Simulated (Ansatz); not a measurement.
Process, species as SMILES: BN (BH2-NH2) → [BH2] (BH2) + [NH2] (NH2)
B3LYP-D3(BJ)/def2-TZVP geometries, fixed; electronic energies without zero-point terms.

Basis-set convergence of the bond dissociation energy at PBE0 with Ansatz (a quantum-chemistry and plane-wave program). All functions are spherical. The program fits the integrals of some runs and decomposes those of others, by size. Open shells are unrestricted. No added dispersion term, no relativity. Functions are those of the species that has most. Reference: the value in aug-pcseg-3, 146.27 kcal/mol, itself unsure by roughly 0.12 kcal/mol (its mean distance from aug-cc-pVQZ, cc-pV5Z, def2-QZVPPD). Deviations are taken from unrounded values.

```csv
basis,functions,bond dissociation energy (kcal/mol),minus reference (kcal/mol)
def2-SV(P),36,151.00,4.73
def2-SVP,48,151.01,4.74
def2-SVPD,72,149.18,2.92
def2-TZVP,86,146.79,0.53
def2-TZVPD,110,146.01,-0.25
def2-TZVPP,118,146.61,0.34
def2-TZVPPD,142,146.07,-0.20
def2-QZVPP,234,146.34,0.08
def2-QZVPPD,258,146.11,-0.16
```

The smallest set listed that lies within 1 kcal/mol of the reference with all its larger relatives (same family, alike in diffuse functions; a set with none counts only in the reference's own line) is def2-TZVP (86 functions, 0.53 kcal/mol off).
